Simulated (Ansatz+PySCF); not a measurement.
The numbers below are computed, except where a source is named.
Input for PySCF 2.14.0:

```python
from pyscf import gto, scf, cc

mol = gto.M(atom="""
Al 0.000000 0.000000 0.000000
P 0.000000 0.000000 2.420000
""", basis='6-31g', charge=0, spin=2)
mf = scf.UHF(mol)
mf.kernel()
mycc = cc.CCSD(mf, frozen=10).run()
et = mycc.ccsd_t()
print(mf.e_tot, mycc.e_corr, et, mycc.e_tot + et)
```

The script is written out from the run's settings.

Output:

| Item | Value |
| --- | --- |
| Converged | yes |
| Reference energy | -582.54571 hartree |
| CCSD correlation energy | -0.08057 hartree |
| Triples correction | -0.00303 hartree |
| Total energy | -582.62931 hartree |
| Spin squared of the determinant | 2.170 |

This is not the lowest solution: another run reaches a determinant 0.42 eV lower. Caution: the unrestricted determinant is spin contaminated; another reference gives a lower total.
